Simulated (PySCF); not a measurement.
Gas-phase reaction: 4 CHF₂ + 2 C₂H₃ (vinyl) + 3 H₂ → 4 CH₃CHF₂

Energies from PySCF (xtb for GFN2), thermal terms from the rigid-rotor harmonic-oscillator model, ideal gas at 1 bar. † marks an energy on the PBE0/def2-TZVP geometry and frequencies; other levels use their own. Open shells (unrestricted): CHF₂ (multiplicity 2), C₂H₃ (vinyl) (multiplicity 2); the rest are closed-shell singlets. GFN2 has no spin-polarisation term. B3LYP is the form with VWN-RPA correlation. CHF₂: computed as isolated molecules; such fragments, hydroxides, amides, oligomers or adducts are transient or little studied in the gas.

B3LYP/def2-TZVP† gives ΔH°(298 K) = -1522 kJ.

Task: What do PBE0/def2-TZVP, GFN2-xTB, r2SCAN/def2-TZVP† give?

Result: PBE0/def2-TZVP: -1605 kJ; GFN2-xTB: -1948 kJ; r2SCAN/def2-TZVP†: -1535 kJ. For scale, ΔH°(298 K) is -1522 kJ at this level, -1651 kJ at ωB97M-V/def2-TZVP†, and runs from -1948 to -1444 kJ over the 14 levels computed.
